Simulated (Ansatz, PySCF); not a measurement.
NO2, SMILES O=N[O] (connectivity only; charge and spin as stated), charge -1, multiplicity 1.

Coordinates come from a r2SCAN-D4/def2-TZVPD optimisation. The multiplicity is an assumed one; other spin states were not compared. The isomer is the one that the SMILES or the coordinates give; other isomers of the formula were not compared.

Two levels are set side by side: PBE/def2-TZVPD (Ansatz, a program for electronic structure) and EOM-CCSD/aug-cc-pVDZ (PySCF). PBE by ΔSCF, the other level by its IP root; same geometry, the bases differ. Differences are taken from unrounded values.

```
quantity                          PBE
-------------------------------  ----
vertical ionisation energy (eV)  2.54
```

These are the PBE values. What does EOM-CCSD give? (The exact figures need the calculation; the answer reports its results.)


| quantity | EOM-CCSD | PBE minus EOM-CCSD |
|---|---|---|
| vertical ionisation energy (eV) | 2.72 | -0.18 |
